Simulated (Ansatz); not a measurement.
hcp Co was calculated with HSE06 in Ansatz (plane waves, PAW).

Settings: plane-wave cutoff 500 eV, 18×18×10 k mesh (along the axes of the cell as run), Fermi–Dirac smearing 0.1 eV, spin-polarised with parallel moments, scalar-relativistic PAW data made under PBE.

Cell (relaxed with r²SCAN):

```yaml
crystal:
  lattice:
    - [1.23534, -2.13967, 0.00000]
    - [1.23534, 2.13967, 0.00000]
    - [0.00000, 0.00000, 4.02297]
  atoms:
    - { symbol: Co, position: [0.33333, 0.66667, 0.25000] }
    - { symbol: Co, position: [0.66667, 0.33333, 0.75000] }
```

Question: Give the computed magnetic moment per atom (the cell's total over its atoms).

Answer: 
- magnetic moment per atom (the cell's total over its atoms) = 1.88 μB

Note: exact exchange on metals is sensitive to the k mesh and can open a false gap; the run warned that the count of filled bands differs between k points; cell and atoms aren't relaxed at this level (pressure 4.0 GPa).

Moments are spin moments.

The result took about 40 core-minutes (a rough figure).

Ansatz is an electronic-structure program.
